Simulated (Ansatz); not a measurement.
**CH₃Al+ (quartet): the correlation ladder, cc-pVDZ**

Aim: climb from Hartree-Fock through coupled cluster and multireference methods for CH₃Al+ (quartet) at one geometry and basis, and see what each rung misses.

Computed with Ansatz 0.2.0, Gaussian basis. Level: cc-pVDZ, core rule «outside noble gas», up to 6 orbitals frozen.

To be run: UHF; CCSD(T) on ROHF; CCSD(T) on UHF; BCCD(T) on ROHF; CISD as a restricted active space (open shells left free, so some higher excitations enter); CCSDT(Q) on ROHF; CCSDT(Q) on UHF; CASSCF and MRCISD+Q, 9 electrons in 11 orbitals; CASSCF and NEVPT2, 9 electrons in 11 orbitals.

31 further runs of the same task are left out: 2 for a known fault of the program, 17 that didn't finish, 12 set aside as unsound or not needed. Runs told in other sessions of the task aren't counted.

## (1) What is computed

The geometry is a PBE0/def2-TZVP stationary point (not a proven minimum) of the parent state, kept for this charge and spin.

5 atoms, charge 1, spin multiplicity 4.

Atoms are counted from 1 here; the program's logs count them from 0.

Bond lengths: Al1–C2 1.889 Å, Al1–H3 1.584 Å, Al1–H4 1.584 Å, C2–H5 1.082 Å. Angles: C2–Al1–H3 119.2°, C2–Al1–H4 119.2°, H3–Al1–H4 121.5°, Al1–C2–H5 180.0°.

Geometry (Å):

```xyz
5
charge 1, multiplicity 4
Al    0.0000    0.0000    0.5743
C     0.0000    0.0000   -1.3152
H     0.0000    1.3820    1.3476
H     0.0000   -1.3820    1.3476
H     0.0000    0.0000   -2.3973
```

## (2) UHF

Input file in.yaml:

```yaml
crystal:
  periodic: [false, false, false]
  atoms:
    - {symbol: Al, position_ang: [0.000000, 0.000000, 0.574312]}
    - {symbol: C, position_ang: [0.000000, 0.000000, -1.315163]}
    - {symbol: H, position_ang: [0.000000, 1.382040, 1.347560]}
    - {symbol: H, position_ang: [0.000000, -1.382040, 1.347560]}
    - {symbol: H, position_ang: [0.000000, 0.000000, -2.397288]}
basis:
  gaussian: {orbitals: cc-pVDZ}
total_charge: 1
magnetization: {spin_polarized: true, initial_magnetization: 3}
hamiltonian: {xc: hf}
output: {orbitals: {seedname: orbitals}}
```

On the command line:

```
> ansatz run in.yaml --threads 1 --pin off --events-out ev --progress --plain --max-ram 2393MiB
```

Further steps of the session: CCSD(T) on ROHF; CCSD(T) on UHF; BCCD(T) on ROHF; CISD as a restricted active space (open shells left free, so some higher excitations enter); CCSDT(Q) on ROHF; CCSDT(Q) on UHF; CASSCF and MRCISD+Q, 9 electrons in 11 orbitals; CASSCF and NEVPT2, 9 electrons in 11 orbitals.

Before running them: what should the planned runs give, taken together? Wanted: UCCSDT(Q) from the RHF energy; RMP2 from UCCSDT(Q); UMP2 from UCCSDT(Q); RCCSD from UCCSDT(Q); RCCSD(T) from UCCSDT(Q); UCCSD(T) from UCCSDT(Q); RCCSDT(Q) from UCCSDT(Q); NEVPT2 valence from UCCSDT(Q); MRCISD+Q valence from UCCSDT(Q).

The runs gave:

| quantity | value |
| --- | --- |
| UCCSDT(Q) from the ROHF energy | -5.0257 eV |
| RMP2 from UCCSDT(Q) | +106.9 kJ/mol |
| UMP2 from UCCSDT(Q) | +110.9 kJ/mol |
| RCCSD from UCCSDT(Q) | +15.0 kJ/mol |
| RCCSD(T) from UCCSDT(Q) | +3.6 kJ/mol |
| UCCSD(T) from UCCSDT(Q) | +3.6 kJ/mol |
| RCCSDT(Q) from UCCSDT(Q) | +0.1 kJ/mol |
| NEVPT2 valence from UCCSDT(Q) | +62.5 kJ/mol |
| MRCISD+Q valence from UCCSDT(Q) | +1.8 kJ/mol |
| levels within 1 kcal/mol (43 meV) | RCCSD(T), UCCSD(T), BCCD(T), RCCSDT, UCCSDT, RCCSDT(Q), MRCISD+Q valence |
| T1 diagnostic | 0.031 |
| effectively unpaired electrons | 3.04 |

RCCSD(T) misses by +3.6 kJ/mol, 0.7 % of the correlation energy. One determinant dominates. Of the multireference levels listed MRCISD+Q valence comes nearest in total energy (+1.8 kJ/mol), which doesn't show that its space is the better one. Coupled cluster took another determinant than the lowest Hartree-Fock one. These misses are within one basis, not against nature; the frozen cores of restricted and unrestricted runs differ, which can shift their rows.

With open shells the CI space here admits some higher excitations, so it is larger than plain CISD.
